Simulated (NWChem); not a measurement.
## What SiH2SF (SMILES F[SiH2][S]) costs in NWChem

SiH2SF: 5 atoms, total charge 0, spin state doublet. SMILES: `F[SiH2][S]`. The coordinates come from a PBE0-D4/def2-TZVP relaxation.

```jsonl
{"atom": "F", "x (Å)": "-0.3243", "y (Å)": "-0.0233", "z (Å)": "1.5854"}
{"atom": "Si", "x (Å)": "0.0860", "y (Å)": "-0.0810", "z (Å)": "0.0445"}
{"atom": "S", "x (Å)": "-1.1480", "y (Å)": "1.0613", "z (Å)": "-1.2110"}
{"atom": "H", "x (Å)": "-0.0235", "y (Å)": "-1.4931", "z (Å)": "-0.3910"}
{"atom": "H", "x (Å)": "1.4597", "y (Å)": "0.4626", "z (Å)": "-0.0693"}
```

Program: NWChem 7.3.0. Hardware: 1 thread of AMD EPYC 9R45 (Zen 5), shared host, so times are rough. Two-electron integrals are exact unless an approximation is named.

Estimate their order by wall time, quickest first.
A. gradient at UB3LYP/DGauss-DZVP, grid fine
B. gradient at UB3LYP/SBKJC-VDZ (core potential), grid fine
C. energy at UHF/SBKJC-VDZ (core potential)
D. gradient at UB3LYP/jorge-TZP, grid fine

C (0.96 s), B (2.8 s), A (7.5 s), D (36 s).
